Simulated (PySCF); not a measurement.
Ionisation energies (eV) were calculated with PySCF 2.14 by LDA, PBE0, UHF, in another order, as differences of total energies without spin-orbit coupling. The measured values are between term centres (NIST).

```
                                species  measured       A       B       C
     Si (aug-cc-pVQZ-DK, spin-free X2C)     8.157   8.209   7.626   8.221
    Cl⁺ (aug-cc-pVQZ-DK, spin-free X2C)    23.771  23.828  22.579  23.968
     Ar (aug-cc-pVQZ-DK, spin-free X2C)    15.819  15.698  14.532  15.975
     Ti (aug-cc-pVQZ-DK, spin-free X2C)     6.828   6.565   5.556   6.924
     Fe (aug-cc-pVQZ-DK, spin-free X2C)     7.904   7.628   6.429   8.132
    Ge⁺ (aug-cc-pVQZ-DK, spin-free X2C)    15.789  15.799  15.255  15.890
  W (aug-cc-pVQZ-PP with ECP60MDF, ECP)     7.825   7.279   5.883   7.907
Pb⁺ (aug-cc-pVQZ-PP with ECP60MDF, ECP)    13.869  13.737  13.209  13.917
```

Which column is which method?

A is PBE0 (mean error -0.15 eV); B is UHF (mean error -1.11 eV); C is LDA (mean error 0.12 eV). PBE0, with a quarter of exact exchange, lies close to experiment on average. Hartree-Fock lacks the correlation of the electron removed and comes out lowest. LDA overbinds the outer electron and comes out highest.
